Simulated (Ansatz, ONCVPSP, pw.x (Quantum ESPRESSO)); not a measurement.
**What a changed setting does to a pw.x run (diamond Si)**

Potential: optimised norm-conserving Vanderbilt (ONCV), ONCVPSP 4.0.1.1 (patched build), PBE; core [Ne], reference 3s2 3p2; waves: 3s: rc 1.85 bohr, ncon 4, nbas 8, qcut 4 1/bohr, 2 projectors, debl 0.8 Ha; 3p: rc 2.20 bohr, ncon 4, nbas 7, qcut 4 1/bohr, 2 projectors, debl 3.9 Ha; d scattering state at 0.16 Ha: rc 2.05 bohr, ncon 4, nbas 8, qcut 4.1 1/bohr, 2 projectors, debl 3.1 Ha; local part: polynomial inside 1.70 bohr (lpopt 5, dvloc0 3 Ha); core correction: Teter function, fcfact 4.5, rcfact 1.1.

The reference run (k-mesh 8³, cutoffs 55/220 Ry, Fermi–Dirac 0.01 Ry, mixing_beta 0.4, conv_thr 1e-9, no spin) gives 0.17 GPa at 20.463 Å³/atom, where all-electron LAPW gives -0.05 GPa. This run, with its own iteration cap, changes nosym to true.

```
&control
  calculation='scf', prefix='x', pseudo_dir='./', outdir='./tmp', tstress=.true., disk_io='none'
/
&system
  ibrav=0, nat=2, ntyp=1, ecutwfc=55, ecutrho=220, nbnd=11,
  occupations='smearing', smearing='fd', degauss=0.01, nosym=.true.
/
&electrons
  conv_thr=1e-09, mixing_beta=0.4, electron_maxstep=50
/
ATOMIC_SPECIES
Si 1.0 Si.UPF
CELL_PARAMETERS angstrom
  0.00000000 2.73520428 2.73520428
  2.73520428 0.00000000 2.73520428
  2.73520428 2.73520428 0.00000000
ATOMIC_POSITIONS crystal
Si 0.0000 0.0000 0.0000
Si 0.2500 0.2500 0.2500
K_POINTS automatic
8 8 8 0 0 0
```

```bash
pw.x < Si.scf.in > Si.scf.out
```

Problem. How does the run end?

Solution. It converges in 6 iterations; the free energy moves by +0.0 meV/atom and the pressure by +0.00 GPa. The result is that of the reference run.

```
lattice parameter (alat)  =       7.3098  a.u.
     unit-cell volume          =     276.1823 (a.u.)^3
     number of electrons       =         8.00
     number of Kohn-Sham states=           11
     kinetic-energy cutoff     =      55.0000  Ry
     charge density cutoff     =     220.0000  Ry
     scf convergence threshold =      1.0E-09
     Exchange-correlation= PBE
     number of k points=   260  Fermi-Dirac smearing, width (Ry)=  0.0100
     iteration #  1     ecut=    55.00 Ry     beta= 0.40
     total energy              =     -16.54213695 Ry
     estimated scf accuracy    <       0.05446533 Ry
     iteration #  2     ecut=    55.00 Ry     beta= 0.40
     total energy              =     -16.53960402 Ry
     estimated scf accuracy    <       0.01515245 Ry
     iteration #  3     ecut=    55.00 Ry     beta= 0.40
     total energy              =     -16.54030816 Ry
     estimated scf accuracy    <       0.00020515 Ry
     iteration #  4     ecut=    55.00 Ry     beta= 0.40
     c_bands:  1 eigenvalues not converged
     c_bands:  1 eigenvalues not converged
     c_bands:  1 eigenvalues not converged
     [... 8 repeated lines left out ...]
     total energy              =     -16.54032274 Ry
     estimated scf accuracy    <       0.00000133 Ry
     iteration #  5     ecut=    55.00 Ry     beta= 0.40
     total energy              =     -16.54032339 Ry
     estimated scf accuracy    <       0.00000009 Ry
     iteration #  6     ecut=    55.00 Ry     beta= 0.40
     the Fermi energy is     6.2839 ev
!    total energy              =     -16.54032341 Ry
     estimated scf accuracy    <          9.7E-10 Ry
     smearing contrib. (-TS)   =      -0.00028164 Ry
     The total energy is F=E-TS. E is the sum of the following terms:
     one-electron contribution =       4.70222878 Ry
     hartree contribution      =       1.11440891 Ry
     xc contribution           =      -5.68182536 Ry
     ewald contribution        =     -16.67485410 Ry
     convergence has been achieved in   6 iterations
          total   stress  (Ry/bohr**3)                   (kbar)     P=        1.66
     Message from routine punch:
     Nothing written, as per user request (disk_io='none')
```

The run took about 2.1 min on one core of a shared host (Neoverse-N1, 64 threads, 124 GiB, load 57).
